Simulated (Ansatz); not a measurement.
Relaxation of CH₂LiN (5 atoms, charge 0, multiplicity 1), to a largest force component of 0.02 eV/Å in at most 40 steps.

Theory: RKS r2SCAN/def2-SVP in Ansatz 0.2.0.

```xyz
5
Properties=species:S:1:pos:R:3:forces:R:3
Li -2.203 0.387 -0.657 -0.37 0.07 -0.11
N -0.613 0.109 -0.183 -0.89 0.15 -0.27
C 0.555 -0.098 0.166 0.38 -0.06 0.11
H 0.964 -1.109 0.361 0.36 -0.49 0.14
H 1.297 0.711 0.314 0.52 0.34 0.12
```

Problem. Where does it end, and by what steps?

Solution. The forces met the threshold. After 4 steps the energy has fallen by 0.029 eV; Li1 moved furthest, 0.04 Å.

| step | energy less start (eV) | largest force component (eV/Å) | accepted |
| --- | --- | --- | --- |
| 0 | 0.0000 | 0.893 | yes |
| 1 | -0.0265 | 0.227 | yes |
| 2 | -0.0292 | 0.135 | yes |
| 3 | -0.0232 | 0.379 | no |
| 4 | -0.0294 | 0.003 | yes |

```xyz
5
Properties=species:S:1:pos:R:3
Li -2.242 0.394 -0.669
N -0.626 0.110 -0.187
C 0.555 -0.098 0.166
H 0.988 -1.120 0.369
H 1.325 0.713 0.321
```

Run time: 10 s on 1 thread of Arm Neoverse V2 (shared host), peak memory 0.13 GiB.
